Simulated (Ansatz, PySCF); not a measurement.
System: C$_{3}$H$_{7}$O, net charge 0, doublet state. SMILES: [CH2]COC
Structure (B3LYP-D3(BJ)/def2-TZVP (Ansatz, a quantum-chemistry and plane-wave program) minimum search):
```xyz
11

O     -0.0463    -0.6730     0.0909
C     -0.0529     0.7325    -0.0547
C      1.2330    -1.2347    -0.0943
C     -1.4238     1.2502     0.1161
H      0.6345     1.1953     0.6759
H      0.3490     1.0038    -1.0511
H      1.1365    -2.3116     0.0333
H      1.6218    -1.0264    -1.0999
H      1.9514    -0.8503     0.6417
H     -2.2625     0.5707     0.0934
H     -1.5973     2.3147     0.1765
```
Charge 0, spin multiplicity 2.

Unscaled harmonic wavenumbers (cm⁻¹) in rising order, each level at the stationary point that it reaches from this structure (no distance between atoms moves by over 0.3 Å); the order of modes can differ between levels, and a negative number is imaginary. B3LYP-D3(BJ)/def2-TZVP (PySCF, at the structure above): 80, 130, 223, 295, 433, 481, 839, 956, 1057, 1102, 1159, 1177, 1225, 1236, 1401, 1449, 1471, 1487, 1490, 1511, 2860, 2905, 2971, 3010, 3116, 3163, 3273.

HF/6-31G* (Ansatz): 116, 173, 239, 314, 432, 515, 918, 1068, 1142, 1209, 1291, 1298, 1369, 1383, 1552, 1596, 1635, 1645, 1655, 1673, 3109, 3159, 3175, 3219, 3305, 3328, 3437. Zero-point energy 62.8 against 57.9 kcal/mol; where all levels lie over 400 cm⁻¹, the wavenumbers are on average 1.088 times those of B3LYP-D3(BJ)/def2-TZVP.

B3LYP/6-31G* (Ansatz): 106, 155, 233, 294, 413, 483, 844, 971, 1066, 1117, 1174, 1190, 1236, 1252, 1419, 1471, 1499, 1514, 1522, 1545, 2866, 2932, 2984, 3024, 3136, 3184, 3292. Zero-point energy 58.5 against 57.9 kcal/mol; where all levels lie over 400 cm⁻¹, the wavenumbers are on average 1.008 times those of B3LYP-D3(BJ)/def2-TZVP.
